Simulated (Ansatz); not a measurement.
HAl–AlH, triplet: the ladder up to UCCSDT(Q)

Geometry: displaced at random from a stationary point.

```xyz
4

Al    0.0023   -0.0018    1.1722
Al    0.0015   -0.0180   -1.1389
H     0.0495    0.0413    2.6930
H    -0.0533   -0.0215   -2.7263
```

Basis cc-pVDZ; Ansatz 0.2.0. Only valence electrons are correlated (noble-gas cores frozen), which leaves 8 electrons in 36 orbitals. Prefix R: restricted or restricted open-shell reference; prefix U: unrestricted. Active spaces: valence = (8e, 10o) chosen from the atoms' valence shells.

Full CI isn't at hand for all of this; UCCSDT(Q) serves as the reference, and is uncertain by about the last step of the cluster series. The frozen core follows each run's orbitals, which can shift R against U totals by a few meV.

For open shells CISD is restricted-active-space CI with the open shells as a complete middle space.

The UHF ⟨S²⟩ is 2.020 and the T1 diagnostic (RCCSD) is 0.0226. The largest doubles amplitude (RCCSD) is 0.073 and the T1 diagnostic (UCCSD) is 0.0189.

```tsv
level	E − E(RHF) (eV)
UHF	-0.0815
RMP2	-2.8621
UMP2	-2.8525
RCCSD	-3.6932
UCCSD	-3.6954
RCCSD(T)	-3.8176
UCCSD(T)	-3.8173
```

Task: Estimate how far UCCSDT(Q) in cc-pVDZ lies from RCCSD(T). The table doesn't fix it; the size of (T) and the diagnostics are the guide.

Result: UCCSDT(Q) in cc-pVDZ lies 45 meV below RCCSD(T), which is 36 % of the (T) step (-124 meV). The diagnostics give no warning, yet the rest is a sizeable part of (T). The miss exceeds 1 kcal/mol.

The other levels:

```
                   level  E − E(UCCSDT(Q)) (meV)  share of correlation (%)  wall time
                    CISD                     387                     89.97      1.1 s
                 BCCD(T)                      45                     98.83      1.5 s
                  RCCSDT                       7                     99.82          –
                  UCCSDT                       7                     99.82          –
               RCCSDT(Q)                       0                     99.99       16 s
  CASSCF (valence space)                    2252                     41.70          –
  NEVPT2 (valence space)                     694                     82.03      5.5 s
  MRCISD (valence space)                     128                     96.70          –
MRCISD+Q (valence space)                      -7                    100.18       12 s
```

The correlation energy at UCCSDT(Q), counted from RHF, is -3.863 eV. That run took 16 s on 1 thread of Arm Neoverse V1, shared host.

Times hold each run's SCF and search for its determinant on a shared host, so for small cases they say little of a method's own cost; they ran on 1 thread of Arm Neoverse V1.

Natural occupations of CASSCF (valence space) about the gap: 1.973 1.965 1.953 0.983 0.983 0.061 0.025 0.024 0.023 0.010; effectively unpaired electrons, Σ n²(2−n)², 2.04.
